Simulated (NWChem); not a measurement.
# One shape, several levels: doublet [C2H2F4]+

Wanted: a comparison of 4 runs (UB3LYP/cc-pVDZ, UPBE0/cc-pVDZ, UBHLYP/cc-pVDZ, UM06-2X/cc-pVDZ) of doublet [C2H2F4]+. 

Program for the calculation: NWChem 7.3.0.

1 further run of the same task is left out (it didn't finish).

**1. Starting point**

[C2H2F4]+ has 8 atoms, charge +1, and is taken as a doublet. As SMILES of the parent species, `FCC(F)(F)F`. The coordinates come from a PBE0-D4/def2-TZVP relaxation. That shape belongs to the parent species and isn't relaxed for this state.

Bond lengths: F1–C2 1.364 Å, C2–C3 1.514 Å, C3–F4 1.332 Å, C3–F5 1.339 Å, C3–F6 1.332 Å, C2–H7 1.092 Å, C2–H8 1.092 Å. Some angles: F1–C2–C3 109.8°, C2–C3–F4 111.9°, C2–C3–F5 108.9°, C2–C3–F6 111.9°, F4–C3–F5 108.1°, F4–C3–F6 107.9°, F5–C3–F6 108.1°, F1–C2–H7 109.7°, F1–C2–H8 109.7°, C3–C2–H7 108.6°.

**2. The energy at UB3LYP/cc-pVDZ (run 1)**

c2h2f4.nw reads:

```
start c2h2f4
title "C2H2F4 energy"
memory stack 880 mb heap 220 mb global 1100 mb
charge 1
geometry units bohr noautosym nocenter noautoz
  F   -0.42443249  -2.84687241   1.72947735
  C   -0.39911016  -1.39423993  -0.40005502
  C    0.39911016   1.27424233   0.25605789
  F    2.71062315   1.34416219   1.25175458
  F    0.41025954   2.66791534  -1.85590003
  F   -1.18032294   2.35006341   1.89520633
  H    0.94864251  -2.17053943  -1.75763427
  H   -2.29091498  -1.33244589  -1.22435356
end
basis spherical bse
  * library cc-pVDZ
end
dft
  xc b3lyp
  mult 2
  grid fine
  convergence energy 1e-08
  iterations 100
  mulliken
  print low
end
task dft energy
```

Command:

```console
$ nwchem c2h2f4.nw > c2h2f4.out
```

Output:

```text
[...]
 d= 0,ls=0.0,diis     1   -476.0063168064 -7.49D+02  1.15D-02  7.96D-01     2.0
[...]
 d= 0,ls=0.5,diis    37   -476.3332236643 -7.54D-09  1.38D-07  1.08D-08    59.8
[...]
         Total DFT energy =     -476.333223669948
      One electron energy =    -1189.654957933963
           Coulomb energy =      493.326014531178
    Exchange-Corr. energy =      -53.044241381167
 Nuclear repulsion energy =      273.039961114004
[...]
      Total Density - Mulliken Population Analysis
     ---------------------------------------------
    Atom       Charge   Shell Charges
 -----------   ------   -------------------------------------------------------
    1 F    9     8.97   2.01  0.92  1.00  3.28  1.76  0.01
    2 C    6     5.76   2.01  0.73  0.35  2.03  0.54  0.11
    3 C    6     5.56   2.01  0.74  0.15  1.90  0.42  0.33
    4 F    9     9.02   2.01  0.92  0.98  3.31  1.79  0.01
    5 F    9     9.03   2.01  0.92  0.99  3.31  1.80  0.01
    6 F    9     9.02   2.01  0.92  0.98  3.31  1.79  0.01
    7 H    1     0.83   0.71  0.08  0.03
    8 H    1     0.83   0.71  0.08  0.03
[...]
      <S2> =      0.7527 (Exact =     0.7500)
[...]
```

Run time: 62 s. Hardware: 1 thread of AMD EPYC 9R45 (Zen 5), shared host; peak memory 0.12 GiB.

**3. The energy at UPBE0/cc-pVDZ (run 2)**

run.py reads:

```python
from ase import Atoms
from ase.calculators.nwchem import NWChem

molecule = Atoms(['F', 'C', 'C', 'F', 'F', 'F', 'H', 'H'], positions=[
    [-0.224600, -1.506500, 0.915200],
    [-0.211200, -0.737800, -0.211700],
    [0.211200, 0.674300, 0.135500],
    [1.434400, 0.711300, 0.662400],
    [0.217100, 1.411800, -0.982100],
    [-0.624600, 1.243600, 1.002900],
    [0.502000, -1.148600, -0.930100],
    [-1.212300, -0.705100, -0.647900],
])

calc = NWChem(
    label='c2h2f4',
    theory='dft',
    memory='2200 mb',
    basis='cc-pVDZ',
    basispar='spherical bse',
    charge=1,
    dft={'xc': 'pbe0', 'mult': '2', 'grid': 'fine', 'convergence': 'energy 1e-08', 'iterations': '100', 'mulliken': None, 'print': 'low'},
    task='energy',
)
molecule.calc = calc

e = molecule.get_potential_energy()
print(f"E = {e:.6f} eV")
```

Command:

```console
$ export ASE_NWCHEM_COMMAND="nwchem PREFIX.nwi > PREFIX.nwo"
$ python run.py
```

Output:

```text
E = -12949.198232 eV
```

The calculator wrote c2h2f4.nwi:

```
title "c2h2f4"

permanent_dir c2h2f4

scratch_dir c2h2f4

start c2h2f4

geometry units angstrom nocenter noautosym noautoz
  F  -2.2459999999999999e-01 -1.5065000000000000e+00 9.1520000000000001e-01
  C  -2.1120000000000000e-01 -7.3780000000000001e-01 -2.1170000000000000e-01
  C  2.1120000000000000e-01 6.7430000000000001e-01 1.3550000000000001e-01
  F  1.4343999999999999e+00 7.1130000000000004e-01 6.6239999999999999e-01
  F  2.1709999999999999e-01 1.4117999999999999e+00 -9.8209999999999997e-01
  F  -6.2460000000000004e-01 1.2436000000000000e+00 1.0028999999999999e+00
  H  5.0200000000000000e-01 -1.1486000000000001e+00 -9.3010000000000004e-01
  H  -1.2122999999999999e+00 -7.0509999999999995e-01 -6.4790000000000003e-01
end

charge 1

memory 2200 mb

basis spherical bse noprint
   * library cc-pVDZ
end

dft
  xc pbe0
  mult 2
  grid fine
  convergence energy 1e-08
  iterations 100
  mulliken
  print low
end

task dft energy
```

c2h2f4.nwo:

```text
Northwest Computational Chemistry Package (NWChem) 7.3.0
             --------------------------------------------------------

           Job information
           ---------------

    nwchem branch   = 7.3.0
    use scalapack   = T
    input           = c2h2f4.nwi
    prefix          = c2h2f4.
    data base       = c2h2f4/c2h2f4.db
    status          = startup
    nproc           =        1

           Memory information
           ------------------

[... 5 lines left out ...]
    hardfail = no
[... 38 lines left out ...]
            Nuclear Dipole moment (a.u.)
[... 103 lines left out ...]
         Total DFT energy =     -475.874261637751
[... 1 line left out ...]
           Coulomb energy =      493.151873101652
[... 1 line left out ...]
 Nuclear repulsion energy =      273.039980764060
[... 45 lines left out ...]
    Atom       Charge   Shell Charges
 -----------   ------   -------------------------------------------------------
    1 F    9     0.31   0.00  0.01 -0.00  0.24  0.07  0.00
    2 C    6     0.18   0.00  0.00 -0.00  0.14  0.01  0.02
    3 C    6     0.13   0.00  0.01  0.00  0.09 -0.01  0.03
[... 4 lines of this table left out ...]
    8 H    1     0.03   0.02  0.01  0.00

     --------------------------
     Expectation value of S2:
     --------------------------
      <S2> =      0.7534 (Exact =     0.7500)

 Task  times  cpu:       24.5s     wall:       24.5s
 Total times  cpu:       24.6s     wall:       24.6s
```

Wall time 26 s (1 thread of AMD EPYC 9R45 (Zen 5), shared host); peak memory 0.12 GiB.

Run 3 isn't shown in full; the table further down has it.

**4. A single-point energy at UM06-2X/cc-pVDZ (run 4)**

sp.nw reads:

```
start sp
memory 2200 mb
charge 1
geometry units angstrom noautosym nocenter noautoz
   F    -0.224600   -1.506500    0.915200
   C    -0.211200   -0.737800   -0.211700
   C     0.211200    0.674300    0.135500
   F     1.434400    0.711300    0.662400
   F     0.217100    1.411800   -0.982100
   F    -0.624600    1.243600    1.002900
   H     0.502000   -1.148600   -0.930100
   H    -1.212300   -0.705100   -0.647900
end
basis spherical bse
   * library cc-pVDZ
end
dft
   xc m06-2x
   mult 2
   grid fine
   convergence energy 1e-08
   iterations 100
   mulliken
   noprint "final vectors analysis"
end
task dft
```

Command:

```console
$ nwchem sp.nw > sp.out
```

Output:

```text
[...]
          Wavefunction type:  spin polarized.
          No. of atoms     :     8
          No. of electrons :    49
[...]
          Charge           :     1
          Spin multiplicity:     2
[...]
          AO basis - number of functions:    94
[...]
              XC Information
              --------------
                       M06-2X Method XC Functional
                     Hartree-Fock (Exact) Exchange  0.540
                        M06-2X Exchange Functional  1.000
                      M06-2X Correlation Potential  1.000
[...]
 d= 0,ls=0.0,diis     1   -475.8522566141 -7.49D+02  9.09D-03  7.60D-01     2.3
[...]
 d= 0,ls=0.0,diis    18   -476.1653926623 -6.06D-09  1.41D-07  1.72D-11    34.8
[...]
         Total DFT energy =     -476.165392662270
      One electron energy =    -1189.306627192405
           Coulomb energy =      492.957068908814
    Exchange-Corr. energy =      -52.855815142739
 Nuclear repulsion energy =      273.039980764060
[...]
      Total Density - Mulliken Population Analysis
     ---------------------------------------------
    Atom       Charge   Shell Charges
 -----------   ------   -------------------------------------------------------
    1 F    9     8.97   2.00  0.93  1.00  3.26  1.78  0.01
    2 C    6     5.78   2.01  0.72  0.37  2.00  0.56  0.11
    3 C    6     5.50   2.01  0.74  0.16  1.85  0.40  0.34
    4 F    9     9.04   2.00  0.92  0.99  3.30  1.83  0.01
    5 F    9     9.06   2.00  0.92  0.99  3.30  1.84  0.01
    6 F    9     9.04   2.00  0.92  0.99  3.30  1.83  0.01
    7 H    1     0.80   0.71  0.06  0.03
    8 H    1     0.80   0.71  0.06  0.03
[...]
      <S2> =      0.7553 (Exact =     0.7500)
[...]
```

Run time: 35 s. Hardware: 1 thread of AMD EPYC 9R45 (Zen 5), shared host; peak memory 0.12 GiB.

**5. The series**

```tsv
run	level	energy (Eh)	⟨S²⟩	wall time
1	UB3LYP/cc-pVDZ	-476.333224	0.753	62 s
2	UPBE0/cc-pVDZ	-475.874262	0.753	26 s
3	UBHLYP/cc-pVDZ	-476.123114	0.757	27 s
4	UM06-2X/cc-pVDZ	-476.165393	0.755	35 s
```

**6. Results**

| quantity | value |
| --- | --- |
| run 4: total energy | -476.16539 Eh |
| run 4: ⟨S²⟩ | 0.755 |

What this shows: Totals of different functionals can't be ranked against each other. All runs together took 2.5 min, the longest 62 s.
